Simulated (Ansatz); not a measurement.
# PHF2 (difluorophosphine): methods side by side

PHF2 has 4 atoms, charge 0, and is taken as a singlet. As SMILES, `FPF`. The shape is that of a GFN2-xTB optimisation.

```xyz
4

F     1.2007    0.6039   -0.2440
P    -0.0208   -0.4330   -0.4600
F    -1.1772    0.6655   -0.1956
H    -0.0027   -0.8363    0.8997
```

Quantity: the energy change with the F1–P2 bond stretched from 1.617 to 4.042 Å, in eV. The values are calculated.

```csv
level,kind,program,value (eV),less FCI/STO-3G
HF/STO-3G (restricted),Hartree–Fock,Ansatz,9.91,+7.14
SVWN5/STO-3G (restricted),LDA,Ansatz,5.91,+3.14
BLYP/STO-3G (restricted),GGA,Ansatz,5.26,+2.49
r2SCAN/STO-3G (restricted),meta-GGA,Ansatz,5.74,+2.97
B3LYP/STO-3G (restricted),global hybrid,Ansatz,6.27,+3.50
BHLYP/STO-3G (restricted),global hybrid,Ansatz,7.80,+5.03
wB97X/STO-3G (restricted),range-separated hybrid,Ansatz,7.58,+4.81
MP2/STO-3G (restricted),perturbation theory,Ansatz,1.62,-1.15
CCSDT(Q)/STO-3G (restricted),coupled cluster or CI,Ansatz,2.77,0.00
FCI/STO-3G,exact in the basis,Ansatz,2.77,0.00
```

FCI/STO-3G is exact within its basis and frozen core, so for wave-function methods in that basis the difference is their error; functionals converge differently with the basis, so for them it is only a difference. A spin-restricted reference rises too steeply as a bond breaks; here HF/STO-3G, SVWN5/STO-3G, BLYP/STO-3G, r2SCAN/STO-3G, B3LYP/STO-3G, BHLYP/STO-3G, wB97X/STO-3G lie well above the multireference or unrestricted value. The first shape isn't each level's own minimum. The values span 1.62 to 9.91 eV. All rows use very small basis sets, so none should be taken for the real molecule's value.
